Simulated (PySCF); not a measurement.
These are B3LYP-D3(BJ)/def2-TZVP run with PySCF 2.14.0 values and carry that method's errors. Gas-phase values, no solvent. One relaxed conformer stands for a flexible species; it need not be the lowest. B3LYP has the VWN-RPA correlation part, as in Gaussian. Delta-SCF ions had no search for a lower state. 

Reference species (SMILES): `[H]/N=C\OC` (C–O–C–N torsion 0°) (neutral, multiplicity 1).

The S1 oscillator strength is 0.011, the HOMO–LUMO gap is 8.08 eV and the vertical ionisation energy (Delta-SCF) is 10.57 eV.

Changed species: `C(=O)(N)C`.

Question: Predict the effect on the S1 oscillator strength, HOMO–LUMO gap and vertical ionisation energy (Delta-SCF).

Answer: the S1 oscillator strength stays essentially unchanged; the HOMO–LUMO gap falls by 0.59 eV, to 7.49 eV; the vertical ionisation energy (Delta-SCF) falls by 0.79 eV, to 9.78 eV.
